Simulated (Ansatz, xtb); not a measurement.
**H3SSi: where a starting geometry ends**

The starting geometry of this gas-phase doublet has its atoms placed at random.

| atom | x (Å) | y (Å) | z (Å) |
| --- | --- | --- | --- |
| S | -1.1353 | 0.3788 | -0.7926 |
| Si | 0.1558 | 0.6958 | 1.8696 |
| H | 0.0615 | -0.6385 | -1.2428 |
| H | -0.6038 | -0.8276 | 0.1363 |
| H | 0.0970 | 0.8170 | 0.3857 |

Q: One run relaxed it with r2SCAN-D4/def2-SVP. What is a likely outcome?

A: It ends as a structure given below by its coordinates. Distances that change by over a tenth: S1–H3 (1.63 → 1.37 Å), S1–H4 (1.61 → 1.36 Å), S1–H5 (1.76 → 2.68 Å). Contacts that close: S1–Si2 (2.98 → 2.41 Å).

The energy falls by 3.92 eV over 19 steps:

```
step  E − E(last) (eV)
   1             3.924
   3             1.275
   5             0.657
   7             0.376
   9             0.150
  11             0.075
  13             0.030
  15             0.004
  17             0.000
  19             0.000
```

Final geometry (Å):

```yaml
atoms:
  - { symbol: S, position_ang: [-0.8771, -0.0465, -0.4871] }
  - { symbol: Si, position_ang: [0.1875, 0.5980, 1.5761] }
  - { symbol: H, position_ang: [0.0336, -0.6689, -1.2948] }
  - { symbol: H, position_ang: [-1.4441, -1.2308, -0.1502] }
  - { symbol: H, position_ang: [0.6754, 1.7738, 0.7121] }
```

From the same start GFN2-xTB ends elsewhere, in pieces: H2Si + HS.

From so rough a start the end depends on the optimiser's path, so another program may land elsewhere. No frequencies were run, so the end isn't proven a minimum. Open shells are spin-unrestricted. Run with Ansatz 0.2.0, 37 s on 1 thread of Intel(R) Xeon(R) 6975P-C (Granite Rapids), with other jobs on the host.
